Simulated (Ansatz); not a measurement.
A made-up structure of CH$_{2}$AlS, doublet:

Al1  (-0.253, 0.689, -0.489)
C2  (0.357, -0.973, 0.691)
S3  (0.853, -2.321, 1.647)
H4  (0.984, 1.417, -1.520)
H5  (-1.941, 1.189, -0.329)
(Å)

It is relaxed with PBE-D4/def2-SVP and then PBE0-D4/def2-TZVP (Ansatz 0.2.0). Atoms count as bonded within 1.22 times the sum of their covalent radii (H–H: 0.88 Å). The end point is not checked to be a true minimum.

**Question.** Does its bonding change? (A judgement: the text doesn't fix the answer.)

**Answer.** The calculation gives: No: no bond forms or breaks.

Where it ends: The first stage lowers the energy by 1.10 eV in 5 steps. It ends as CH₂AlS ([AlH2][C][S]):
```
5
angstrom
Al -0.2259 0.6151 -0.4366
C 0.3190 -0.8686 0.6165
S 0.7612 -2.0726 1.4711
H 0.8786 1.2651 -1.3573
H -1.7329 1.0610 -0.2937
```

Labels in which every atom is bracketed show which atoms are joined, not bond orders.

For scale, one of the runs: PBE0-D4/def2-TZVP relaxation, 117 basis functions, launched by `ansatz run in.yaml --threads 2 --pin off --events-out ev --progress --plain --max-ram 4352MiB`. The run took about 28 s on 2 CPU threads of an Intel Xeon Platinum 8259CL (shared host).
